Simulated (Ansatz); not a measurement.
C4H7FO can be A, `C=C(F)C(C)O`, or B, `CO/C(C)=C\F`.

Gas-phase electronic energies from Ansatz, PBE0-D4/def2-TZVP geometries. CCSD(T)/CBS is the MP2 limit (def2-TZVPP, def2-QZVPP) plus CCSD(T) − MP2 in def2-TZVPP, frozen cores. Functionals use def2-TZVPP. B3LYP here is the variant with VWN-RPA as its local correlation; programs differ in this. One conformer a species, not always the lowest.

A:

Z-matrix (Å, degrees):
```
C
C 1 1.521
C 1 1.501 2 111.4
O 1 1.406 2 112.1 3 -125.7
H 1 1.097 2 108.8 3 118.1
H 2 1.090 1 111.3 3 -57.0
H 2 1.091 1 109.5 3 -177.5
H 2 1.094 1 110.3 3 62.8
F 3 1.346 1 111.5 2 55.0
C 3 1.319 1 128.2 2 -125.0
H 4 0.962 1 108.0 2 52.8
H 10 1.081 3 120.8 1 179.5
H 10 1.080 3 119.6 1 -2.3
```

B:

Z-matrix (Å, degrees):
```
C
O 1 1.416
H 1 1.092 2 111.4
H 1 1.092 2 111.4 3 -122.2
H 1 1.089 2 105.7 3 118.9
C 2 1.348 1 119.9 3 61.6
C 6 1.333 2 129.1 1 -0.8
C 6 1.490 2 111.0 1 179.2
F 7 1.349 6 125.2 2 -0.1
H 7 1.080 6 121.9 2 180.0
H 8 1.089 6 111.3 2 179.9
H 8 1.093 6 110.1 2 -59.4
H 8 1.093 6 110.1 2 59.1
```

(1) Which isomer does CCSD(T)/CBS put lower? Give the gap. (Best estimate.)

(2) Give E(B) − E(A) in kJ/mol with r2SCAN-D4, B3LYP, CCSD(T)/def2-TZVPP, CCSD/def2-TZVPP, B2PLYP, MP2/def2-TZVPP, HF/def2-TZVPP. (An estimate is asked.)

Largest T1 diagnostic: 0.012.

Results:

(1) Ansatz gave: A, by 53.9 kJ/mol.

(2) The calculation gave: r2SCAN-D4 46.8, B3LYP 40.8, CCSD(T)/def2-TZVPP 52.5, CCSD/def2-TZVPP 52.8, B2PLYP 45.8, MP2/def2-TZVPP 55.0, HF/def2-TZVPP 46.2. None reverses the order clearly.

From PBE to PBE0 (25 % exact exchange), in def2-TZVPP and without D4, E(B) − E(A) moves by +4.5 kJ/mol. In def2-TZVPP, CCSD(T) changes the Hartree–Fock value by +6.3 kJ/mol (the triples alone add −0.3 kJ/mol) and MP2 by +8.8 kJ/mol.
